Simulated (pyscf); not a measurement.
Elementary routes open to Cl–GeH(Cl)–Cl + ammonia (NH₃) in the gas phase (singlet surface):
A. H₂N–Ge(Cl)(Cl)–Cl + hydrogen (H₂) (Ge–H, H–N broken; Ge–N, H–H formed)
B. hydrogen chloride (HCl) + H₂N–GeH(Cl)–Cl (Cl–Ge, H–N broken; Cl–H, Ge–N formed)

PySCF, gas phase, ωB97X-D3(BJ)/def2-SVP geometries.

Rank the routes by free-energy barrier at 1200 K, lowest first, for ωB97M-D3(BJ)/def2-TZVP energies (ideal gas, 1 atm, RRHO with modes under 100 cm⁻¹ raised to 100, one conformer, R ln 2 for chiral ones without a mode under 150 cm⁻¹).

B (215.7 kJ/mol), A (343.7 kJ/mol)

Route B is the fastest of these, ahead of the next by 128.0 kJ/mol. The most stable products are those of A (ΔG = -7.1 kJ/mol), whose barrier is 128.0 kJ/mol higher: the kinetic and the thermodynamic product differ. At 298 K B is still the fastest. A: On the reactant side the descent ends in a complex (not fully relaxed), 25.5 kJ/mol under the separated species and 210.9 kJ/mol under the saddle at ωB97X-D3(BJ)/def2-TZVP. B: On the reactant side the descent ends in an adduct with a Ge–N contact (not fully relaxed), 22.7 kJ/mol under the separated species and 76.8 kJ/mol under the saddle at ωB97X-D3(BJ)/def2-TZVP. On the product side the descent ends in a complex, 27.4 kJ/mol under the separated species and 24.6 kJ/mol under the saddle at ωB97X-D3(BJ)/def2-TZVP. Only these routes are compared; each barrier is that of the saddle found, and lower ones may exist. Elements up to Kr have no core potential and no relativistic terms here.
